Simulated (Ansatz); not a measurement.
# H₄OSSi: single points off equilibrium

The task here is to estimate one member of a computed series from the others.

Method: single points in def2-TZVPP; program: Ansatz 0.2.0, Gaussian basis.

Correlated methods freeze the cores.

### Starting geometry

SMILES `OS[SiH3]`, 7 atoms, charge 0, spin multiplicity 1.

Atoms are counted from 1 here; the program's logs count them from 0.

Bond lengths: O1–S2 1.610 Å, O1–H4 0.870 Å, S2–Si3 2.140 Å, Si3–H5 1.505 Å, Si3–H6 1.508 Å, Si3–H7 1.527 Å. Angles: S2–O1–H4 116.3°, O1–S2–Si3 96.3°, S2–Si3–H5 98.6°, S2–Si3–H6 103.9°, S2–Si3–H7 97.1°, H5–Si3–H6 106.5°, H5–Si3–H7 120.8°, H6–Si3–H7 124.1°.

Coordinates:

```xyz
7

O    -1.53560   -0.76870   -0.19860
S    -0.11410   -1.14190    0.45990
Si    0.89070    0.65820   -0.11350
H    -2.19570   -1.30590   -0.01900
H     0.65670    0.58420   -1.59800
H    -0.00410    1.75510    0.40680
H     2.25390    0.31140    0.48030
```

The first run:

The input, run/in.yaml:

```yaml
crystal:
  periodic: [false, false, false]
  atoms:
    - {symbol: O, position_ang: [-1.535600, -0.768700, -0.198600]}
    - {symbol: S, position_ang: [-0.114100, -1.141900, 0.459900]}
    - {symbol: Si, position_ang: [0.890700, 0.658200, -0.113500]}
    - {symbol: H, position_ang: [-2.195700, -1.305900, -0.019000]}
    - {symbol: H, position_ang: [0.656700, 0.584200, -1.598000]}
    - {symbol: H, position_ang: [-0.004100, 1.755100, 0.406800]}
    - {symbol: H, position_ang: [2.253900, 0.311400, 0.480300]}
basis:
  gaussian: {orbitals: def2-TZVPP}
correlation: {method: ccsd_t}
output: {forces: true}
```

The command line of these runs was not kept.

Among the steps run: CCSD(T)/def2-TZVPP; PBE0-D4/def2-TZVPP; wB97M-V/def2-TZVPP; r2SCAN-D4/def2-TZVPP; PBE-D4/def2-TZVPP; HSE06-D4/def2-TZVPP; BHLYP-D4/def2-TZVPP.

One of the session's tables, all rows but one given; the rest of the session is left out.

| method | RMS force component (eV/Å) | angle to CCSD(T) forces (°) | dipole (D) |
| --- | --- | --- | --- |
| CCSD(T) | 2.103 | reference | 0.47 |
| PBE0-D4 | 2.057 | 4.2 | 0.44 |
| wB97M-V | ? | ? | ? |
| r2SCAN-D4 | 2.100 | 2.0 | 0.43 |
| PBE-D4 | 2.219 | 3.8 | 0.37 |
| HSE06-D4 | 2.060 | 4.2 | 0.43 |
| BHLYP-D4 | 1.916 | 5.5 | 0.55 |

Q: Estimate the row for wB97M-V from the others.

**Answer.** RMS force component (eV/Å): 2.077; angle to CCSD(T) forces (°): 2.8; dipole (D): 0.46. In the column «RMS force component (eV/Å)» it lies between HSE06-D4 (2.060) and r2SCAN-D4 (2.100).
